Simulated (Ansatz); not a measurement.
## A basis-limit estimate, worked out

The pair of NH4⁺ (SMILES [NH4+], atoms 1–5) and NH3 (SMILES N, atoms 6–9), both closed shells, in one local arrangement (a lower one may exist), relaxed at PBE0-D4/def2-TZVP:

```csv
atom,x (Å),y (Å),z (Å)
N1,-0.0657,-0.0475,-1.3093
H2,0.3634,0.7784,-1.7234
H3,0.4194,-0.8689,-1.6665
H4,-1.0342,-0.0912,-1.6218
H5,-0.0067,-0.0048,-0.1331
N6,0.0665,0.0481,1.3258
H7,1.0257,0.0921,1.6612
H8,-0.4118,0.8616,1.7053
H9,-0.3568,-0.7676,1.7617
```

Both fragments are computed in the basis of the whole pair.

Ansatz 0.2.0; basis: def2-TZVPPD and def2-QZVPPD; cores frozen in the correlated methods.

Energies in eV:

| quantity | pair | first fragment | second fragment |
| --- | --- | --- | --- |
| Hartree–Fock, triple zeta (X = 3) | -3069.96641 | -1538.76131 | -1529.87049 |
| Hartree–Fock, quadruple zeta (X = 4) | -3070.10377 | -1538.83020 | -1529.93844 |
| MP2 correlation, X = 3 | -12.96265 | -6.31804 | -6.47495 |
| MP2 correlation, X = 4 | -13.78336 | -6.71452 | -6.87545 |
| CCSD(T) correlation, X = 3 | -14.08420 | -6.92699 | -7.02268 |

(1) Work out the interaction energy at the basis limit: extrapolate Hartree–Fock as E(X) = E∞ + A exp(−7.88 √X) and the MP2 correlation as E(X) = E∞ + B X^−2.97 (the exponents that Neese and Valeev fitted for def2-TZVPP and QZVPP, reused here for the diffuse sets), then add CCSD(T) − MP2 in triple zeta.

The T1 diagnostic stays at or below 0.009.

Answers

(1) Each step is linear, so take the differences first (pair − first fragment − second fragment): Hartree–Fock -1.33461 (X = 3) and -1.33513 (X = 4); MP2 correlation -0.16966 and -0.19339; CCSD(T) correlation -0.13453.
Two points give E∞ = E(4) + w [E(4) − E(3)], with w = 1/(exp(7.88 (2 − √3)) − 1) = 0.1377 for Hartree–Fock and w = 1/((4/3)^2.97 − 1) = 0.7407 for the correlation.
Hartree–Fock: -1.33513 + 0.1377 × (-0.00052) = -1.3352 eV.
MP2 correlation: -0.19339 + 0.7407 × (-0.02373) = -0.2110 eV.
CCSD(T) − MP2: -0.13453 − (-0.16966) = 0.0351 eV.
Sum: -1.3352 + (-0.2110) + 0.0351 = -1.5111 eV, or -34.85 kcal/mol. Plain CCSD(T) in triple zeta gives -1.4691 eV, so the larger basis shifts the result by -0.0420 eV.

For scale, one of the runs: CCSD(T)/def2-TZVPPD, 193 basis functions, launched by `ansatz run in.yaml --threads 2 --pin off --events-out ev --progress --plain --max-ram 5222MiB`. The run took 47 s on 2 CPU threads of an Arm Neoverse N1 (shared host), with 2.2 GiB of host memory at its peak.
